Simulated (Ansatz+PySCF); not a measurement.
# doublet H3: levels of theory in one basis

```xyz
3

H     0.0000    0.0000    0.0000
H     0.0000    0.0000    0.9295
H     0.0000    0.0000   -0.9295
```

Basis set: cc-pVTZ (spherical functions). All electrons are correlated. Correlation on ROHF uses semicanonical orbitals with singles. Charge 0, multiplicity 2.

Computed with Ansatz (development build ahead of 0.2.0) and PySCF 2.14.0; each method stands on the lowest determinant of its kind that the runs found.

```json
{"method": "ROHF", "E − E(ROHF) (eV)": "0.00", "<S²> of the determinant": "0.75"}
{"method": "UHF", "E − E(ROHF) (eV)": "-0.30", "<S²> of the determinant": "0.79"}
{"method": "ROHF-MP2", "E − E(ROHF) (eV)": "-1.37", "<S²> of the determinant": "–"}
{"method": "UHF-MP2", "E − E(ROHF) (eV)": "-1.34", "<S²> of the determinant": "0.79"}
{"method": "ROHF-CCSD", "E − E(ROHF) (eV)": "-1.68", "<S²> of the determinant": "–"}
{"method": "UHF-CCSD", "E − E(ROHF) (eV)": "-1.68", "<S²> of the determinant": "0.79"}
{"method": "ROHF-CCSD(T)", "E − E(ROHF) (eV)": "-1.69", "<S²> of the determinant": "–"}
```

Is a single determinant a sound starting point here?

Only with care. Unrestricted orbitals gain 0.30 eV and <S²> is 0.79 against 0.75 for a pure state, but bonds are stretched.

Caution for ROHF-MP2, UHF-MP2, ROHF-CCSD, UHF-CCSD, ROHF-CCSD(T): bonds are stretched, where a single reference can fail.
